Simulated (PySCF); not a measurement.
# Single point on NaLi

State: ¹Σ⁺ (singlet), closed shell.

An equivalent input (the run itself took its basis sets from the Basis Set Exchange, started from a PBE0 density and held the occupation σ 5α 5β, πx 1α 1β, πy 1α 1β):

```python
from pyscf import gto, scf, cc
mol = gto.M(atom='Na 0 0 0; Li 0 0 2.934', basis={'Na': 'aug-pcseg-1', 'Li': 'aug-pcseg-1'},
            charge=0, spin=0, verbose=4, symmetry='C2v')
mf = scf.RHF(mol)
mf.irrep_nelec = {'A1': 10, 'B1': 2, 'B2': 2}
mf.conv_tol = 1e-9
mf.max_cycle = 60
mf.diis_space = 10
mf.kernel()
mycc = cc.CCSD(mf, frozen=[0])
mycc.run(conv_tol=1e-7, conv_tol_normt=1e-5, max_cycle=80, diis_space=8)
et = mycc.ccsd_t()
```

The SCF ended at -169.26177305 hartree. The coupled-cluster part of the log:

```
******** <class 'pyscf.cc.ccsd.CCSD'> ********
CC2 = 0
CCSD nocc = 6, nmo = 26
frozen orbitals [0]
max_cycle = 80
direct = 0
conv_tol = 1e-07
conv_tol_normt = 1e-05
diis_space = 8
diis_start_cycle = 0
diis_start_energy_diff = 1e+09
Init t2, MP2 energy = -169.280031282547  E_corr(MP2) -0.0182582331573198
Init E_corr(CCSD) = -0.018258233159015
cycle = 1  E_corr(CCSD) = -0.0234974207183533  dE = -0.00523918756  norm(t1,t2) = 0.0576562
cycle = 2  E_corr(CCSD) = -0.0258725386647777  dE = -0.00237511795  norm(t1,t2) = 0.0291996
cycle = 3  E_corr(CCSD) = -0.0282188322630989  dE = -0.0023462936  norm(t1,t2) = 0.0160444
cycle = 4  E_corr(CCSD) = -0.028272330421138  dE = -5.3498158e-05  norm(t1,t2) = 0.00277629
cycle = 5  E_corr(CCSD) = -0.0282959394612914  dE = -2.36090402e-05  norm(t1,t2) = 0.000883824
cycle = 6  E_corr(CCSD) = -0.0282984903316769  dE = -2.55087039e-06  norm(t1,t2) = 0.000442775
cycle = 7  E_corr(CCSD) = -0.0282888540892501  dE = 9.63624243e-06  norm(t1,t2) = 0.000169035
cycle = 8  E_corr(CCSD) = -0.0282913279409136  dE = -2.47385166e-06  norm(t1,t2) = 7.73508e-05
cycle = 9  E_corr(CCSD) = -0.0282933125919451  dE = -1.98465103e-06  norm(t1,t2) = 3.3144e-05
cycle = 10  E_corr(CCSD) = -0.0282920699848881  dE = 1.24260706e-06  norm(t1,t2) = 1.31315e-05
cycle = 11  E_corr(CCSD) = -0.0282920576918948  dE = 1.22929932e-08  norm(t1,t2) = 4.73396e-06
CCSD converged
E(CCSD) = -169.2900651070813  E_corr = -0.02829205769189485
CCSD(T) correction = -0.000157263983480956
```

T1 diagnostic 0.009, D1 0.032, 12 electrons correlated.

Repeating this along the bond gives Re = 2.979 Å and ωe = 236 cm⁻¹.

A point of this curve took 0.16 CPU seconds beside 0.016 for the integrals (shared host).

Correlated steps freeze 1 core orbital.
